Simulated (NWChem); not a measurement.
# Correlation energy of hydrogen peroxide (H₂O₂)

SMILES: OO
```xyz
4

O     -0.2942     0.6453    -0.0547
O      0.2942    -0.6453    -0.0547
H      0.3673     1.1503     0.4376
H     -0.3673    -1.1503     0.4376
```
Charge 0, spin multiplicity 1.

The numbers come from NWChem runs, not from measurements. Structure: optimised with PBE0/def2-SVP, a minimum by its harmonic frequencies. It is one conformer; others weren't searched.

Basis set: cc-pVTZ. Each correlation energy counts from its own Hartree-Fock reference.

The correlated methods keep 2 core orbitals frozen. Coupled-cluster values serve here as a point of comparison, not as the truth.

Q: For the correlation energy, RI-MP2 gives -494.5 mHa and MP2 gives -494.5 mHa. What do SCS-MP2, CR-CCSD[T], CR-CCSD(T) give?

A: SCS-MP2: -486.9 mHa; CR-CCSD[T]: -517.3 mHa; CR-CCSD(T): -516.8 mHa.
